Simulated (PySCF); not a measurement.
# How strong are the bonds of `NC1C=C1` (C3H5N)?

Parent: `NC1C=C1` (C3H5N). Atom numbers as in the mapped SMILES `[NH2:1][CH:2]1[CH:3]=[CH:4]1`.

These are calculated values, ωB97X-D3(BJ)/def2-TZVP in PySCF (grid level 2) at geometries from PBE0-D3(BJ)/def2-SVP. Zero-point and thermal terms (298.15 K, 1 bar) come from unscaled PBE0-D3(BJ)/def2-SVP harmonic frequencies, with soft modes damped to free rotors in the entropy.

```csv
bond,r / Å,radicals,BDE(298 K) / eV,BDFE / eV,D₀ / eV,Dₑ / eV
N1–C2,1.436,NH2• + [CH]1C=C1,3.82,3.29,3.74,4.07
N1–H,1.018,[NH]C1C=C1 + H•,4.04,3.68,3.98,4.36
C2–H,1.102,N[C]1C=C1 + H•,4.27,3.89,4.20,4.57
C3–H,1.089,N[C@H]1[C]=C1 + H•,4.41,4.04,4.34,4.69
```

Homolysis to relaxed radicals in the gas phase; the table need not hold every single bond outside rings.

Weakest of these: N1–C2 (3.82 eV); strongest: C3–H (4.41 eV).

Note: radicals beside a multiple bond are drawn in one resonance form, and their spin spreads.

Hardware: 1 thread of Intel Xeon 6975P-C, shared with other jobs. Command: `OMP_NUM_THREADS=1 python redox_run.py task.json out`. Structures, frequencies and single points: 6.3 min.
